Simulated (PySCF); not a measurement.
Vibration and rotation of BP⁺

PBE0 constants of BP⁺, ⁴Σ⁻ (quartet), unpaired electrons σ ↑, π ↑↑ (PySCF, no relativity, basis sets B def2-TZVP, P def2-TZVP; masses 11.0093 and 30.9738 u):

* ωe: 779.0 cm⁻¹
* ωexe: 8.46 cm⁻¹
* Be: 0.60888 cm⁻¹
* αe: 0.00705 cm⁻¹
* D (centrifugal): 1.49e-06 cm⁻¹
* De to B⁺ + P: 3.01 eV

Q: Give the vibrational terms G(v) and spacings up to v = 6.

A: G(v) = ωe(v+½) − ωexe(v+½)².

```
v  G(v) (cm⁻¹)  G(v) − G(v−1)  Bv (cm⁻¹)
0          387                    0.6054
1         1149            762     0.5983
2         1895            745     0.5913
3         2623            728     0.5842
4         3334            711     0.5772
5         4029            694     0.5701
6         4706            677     0.5631
```

Q: How well does the Morse estimate ωe²/(4ωexe) reproduce De, and what is D0?

A: It gives 2.22 eV, 74 % of the computed De. D0 = De − G(0) = 3.01 − 0.05 = 2.96 eV.

For an ion De counts to the pair picked by the measured ionisation energies or electron affinities, which need not be the lowest pair at this level. The state was picked by a PBE0 search and need not be the measured ground state.
